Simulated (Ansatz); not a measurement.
**C6H8: a ladder of functionals and wavefunction methods**

Aim: compute C6H8 with functionals from several rungs and with coupled cluster. The yardstick is the atomisation energy at the CCSD(T) limit.

Computed with Ansatz 0.2.0, Gaussian basis. Level: functionals in def2-TZVPP, the program's frozen cores in correlated methods.

Levels to be run: LDA (SPW92), PBE-D4, revPBE-D4, BLYP-D4, r2SCAN-D4, B97M-V, PBE0-D4, B3LYP-D4, r2SCANh-D4, r2SCAN0-D4, HSE06-D4, BHLYP-D4, CAM-B3LYP-D4, LC-ωPBE, ωB97X-V, ωB97M-V, B2PLYP, PBE-QIDH; CCSD(T)/def2-SVP; CCSD(T)/def2-TZVPP; MP2/def2-QZVPP; extrapolation to the limit; RPA on PBE.

**1. The geometry**

All runs share one geometry, relaxed beforehand with PBE0-D4 in a triple-zeta def2 set.

SMILES `C1=CCC=CC1`, 14 atoms, charge 0, spin multiplicity 1.

Atoms are counted from 1 here; the program's logs count them from 0.

Bond lengths: C1–C2 1.327 Å, C1–C6 1.493 Å, C1–H7 1.086 Å, C2–C3 1.493 Å, C2–H8 1.086 Å, C3–C4 1.493 Å, C3–H9 1.100 Å, C3–H10 1.099 Å, C4–C5 1.327 Å, C4–H11 1.086 Å, C5–C6 1.493 Å, C5–H12 1.086 Å, C6–H13 1.100 Å, C6–H14 1.099 Å. Angles: C2–C1–C6 123.6°, C2–C1–H7 119.4°, C6–C1–H7 117.0°, C1–C2–C3 123.6°, C1–C2–H8 119.4°, C3–C2–H8 117.0°, C2–C3–C4 112.9°, C2–C3–H9 109.8°, C2–C3–H10 109.8°, C4–C3–H9 109.8°, C4–C3–H10 109.8°, H9–C3–H10 104.3°, C3–C4–C5 123.6°, C3–C4–H11 117.0°, C5–C4–H11 119.4°, C4–C5–C6 123.6°, C4–C5–H12 119.4°, C6–C5–H12 117.0° and more.

**2. LDA**

This LDA is Slater exchange with PW92 correlation.

in.yaml reads:

```yaml
crystal:
  periodic: [false, false, false]
  atoms:
    - {symbol: C, position_ang: [-0.854419, -0.993448, 0.521381]}
    - {symbol: C, position_ang: [0.448372, -1.111863, 0.742654]}
    - {symbol: C, position_ang: [1.461938, -0.131777, 0.250133]}
    - {symbol: C, position_ang: [0.854779, 0.991480, -0.524536]}
    - {symbol: C, position_ang: [-0.448011, 1.109889, -0.745819]}
    - {symbol: C, position_ang: [-1.462340, 0.134011, -0.246558]}
    - {symbol: H, position_ang: [-1.532791, -1.746906, 0.911491]}
    - {symbol: H, position_ang: [0.818345, -1.960555, 1.310912]}
    - {symbol: H, position_ang: [2.036732, 0.267927, 1.097932]}
    - {symbol: H, position_ang: [2.211260, -0.648191, -0.366722]}
    - {symbol: H, position_ang: [1.533717, 1.741815, -0.919648]}
    - {symbol: H, position_ang: [-0.817428, 1.955505, -1.319002]}
    - {symbol: H, position_ang: [-2.203643, 0.653335, 0.377692]}
    - {symbol: H, position_ang: [-2.046492, -0.261211, -1.089910]}
basis:
  gaussian: {orbitals: def2-TZVPP}
hamiltonian: {xc: lda}
output: {orbitals: {seedname: orbitals}}
```

Started as:

```bash
$ ansatz run in.yaml --threads 4 --pin off --events-out ev --progress --plain --max-ram 10444MiB
```

Further steps of the session: PBE-D4 (GGA); revPBE-D4 (GGA); BLYP-D4 (GGA); r2SCAN-D4 (meta-GGA); B97M-V (meta-GGA); B3LYP-D4 (hybrid); r2SCANh-D4 (hybrid); r2SCAN0-D4 (hybrid); HSE06-D4 (hybrid); BHLYP-D4 (hybrid); CAM-B3LYP-D4 (range-separated); LC-ωPBE (range-separated); ωB97X-V (range-separated); ωB97M-V (range-separated); B2PLYP (double hybrid); PBE-QIDH (double hybrid); CCSD(T) in def2-SVP; CCSD(T) in def2-TZVPP; MP2 in def2-QZVPP; RPA on PBE orbitals.

Q: Predict the results of all the runs planned. Wanted: atomisation energy, CCSD(T)/CBS; farthest beyond LDA; mean size of error, GGA; mean size of error, meta-GGA; mean size of error, hybrid; mean size of error, range-separated; mean size of error, double hybrid; gap, smallest and largest; T1 diagnostic.

**Answer**, as computed:

| quantity | value |
| --- | --- |
| atomisation energy, CCSD(T)/CBS | 6167.9 kJ/mol |
| functionals within 30.8 kJ/mol (0.5 %) | BLYP-D4, B97M-V, B3LYP-D4, r2SCANh-D4, LC-ωPBE, ωB97X-V, ωB97M-V |
| farthest beyond LDA | PBE-D4 (+189.9 kJ/mol) |
| mean size of error, GGA | 79.1 kJ/mol |
| mean size of error, meta-GGA | 31.6 kJ/mol |
| mean size of error, hybrid | 66.4 kJ/mol |
| mean size of error, range-separated | 27.2 kJ/mol |
| mean size of error, double hybrid | 36.5 kJ/mol |
| gap, smallest and largest | 4.69 eV (LDA (SPW92)), 11.96 eV (LC-ωPBE) |
| T1 diagnostic | 0.0105 |
| triples share of the correlation energy | 4.5 % |

In words: LDA overbinds by 909.8 kJ/mol (15 %). PBE-D4 is off by +189.9 kJ/mol. Double hybrids carry the basis error of their MP2 part in triple zeta, and no dispersion term here, so their miss is partly the set-up's. Taken by rung, range-separated functionals do best (27.2 kJ/mol on average) and GGA ones worst beyond LDA (79.1 kJ/mol). The gap between the best rungs is small, so their order is not settled. The reference freezes the cores and leaves out relativity and excitations past (T), so misses under about 30.8 kJ/mol can't be ranked. Hartree-Fock recovers 75 % of the binding; the rest is correlation. CCSD(T) in def2-SVP is off by -207.8 kJ/mol, worse than the median functional, from the basis alone. The gap grows from 4.7 to 12.0 eV across the functionals, mostly with the share of exact exchange.
